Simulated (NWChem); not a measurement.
Correlation energy of NO (-1)

```
N
O 1 1.2544
```
Charge -1, spin multiplicity 3.

The numbers come from NWChem runs, not from measurements. Structure: optimised with UPBE0/def2-SVP, a minimum by its harmonic frequencies.

Basis set: def2-SVPD. Each correlation energy counts from its own Hartree-Fock reference.

```csv
method,correlation energy (mHa)
CCSD on ROHF,-354.7
CCSD[T] on UHF,-353.0
CCSD(T) on UHF,-351.4
UMP2,-326.9
CCSD on UHF,-339.5
CCSD[T] on ROHF,-370.1
CCSD(T) on ROHF,-368.1
SCS-UMP2,-310.1
```

The values span 60.1 mHa, from CCSD[T] on ROHF (lowest) to SCS-UMP2 (highest). 

The correlated methods keep 2 core orbitals frozen. The structure started from a generated list of species. The unpaired electrons of the parent sit in orbitals of symmetry b1 and b2 (C2v labels of the run); other states weren't searched. The anion's geometry comes from a basis without diffuse functions. The stability of the SCF solutions was not checked. Open-shell Hartree-Fock references start from PBE0 orbitals. Coupled-cluster values serve here as a point of comparison, not as the truth.
